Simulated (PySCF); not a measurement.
Job for PySCF: R-HF/STO-3G on H4S2 (a complex).

```python
from pyscf import gto, scf, dft, mp
from pyscf.data.elements import chemcore

mol = gto.M(
    atom='''
    S    -2.03099600    0.10323300   -0.00078200
    H    -1.93402000   -0.81846200    0.96967600
    H    -1.94045000   -0.83661600   -0.95429900
    S     2.07983800   -0.08511200    0.00018100
    H     2.33915400    1.23101900   -0.00221400
    H     0.75384800    0.13412100   -0.00353700
    ''',
    basis='sto-3g',
    charge=0, spin=0, verbose=3, max_memory=1800)
mf = scf.RHF(mol)
mf.conv_tol = 1e-8
mf.max_cycle = 100
mf.kernel()
if not mf.converged:
    mf = mf.newton().run(mf.mo_coeff, mf.mo_occ)
```

Output:

```
converged SCF energy = -788.62345809586
```

The run converged.

Cost: very roughly 0.06 core-seconds.
